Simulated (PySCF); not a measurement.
Ionisation energy of Al by level of theory

Al [Ne] 3s2 3p1 (2P) → Al⁺ [Ne] 3s2 (1S), as a difference of total energies. Calculation: PySCF 2.14, in aug-cc-pV(Q+d)Z with one added diffuse shell each of s, p, d, f, g type (8s7p6d4f3g, 114 functions); the non-relativistic Hamiltonian (point nucleus). Correlated levels: valence: [Ne] frozen. The calculations carry no spin-orbit coupling.

```tsv
method	ionisation energy (eV)	plus first-order spin-orbit estimate	error of that sum (eV)
UHF	5.608	5.616	-0.370
LDA	6.030	6.038	+0.052
PBE	6.077	6.085	+0.099
PBE0	6.097	6.105	+0.119
r2SCAN	6.181	6.189	+0.203
M06	5.829	5.836	-0.150
r2SCAN0	6.173	6.181	+0.195
M06-2X	5.789	5.797	-0.189
MP2 (valence)	5.853	5.861	-0.125
SCS-MP2 (valence)	5.840	5.848	-0.138
```

Reference: 5.986 eV (measured; NIST Atomic Spectra Database, ionization energies).

A first-order spin-orbit estimate (lowest level to lowest level, LS coupling) adds 0.008 eV.

Errors of the correlated levels include the incompleteness of this basis and the frozen core.
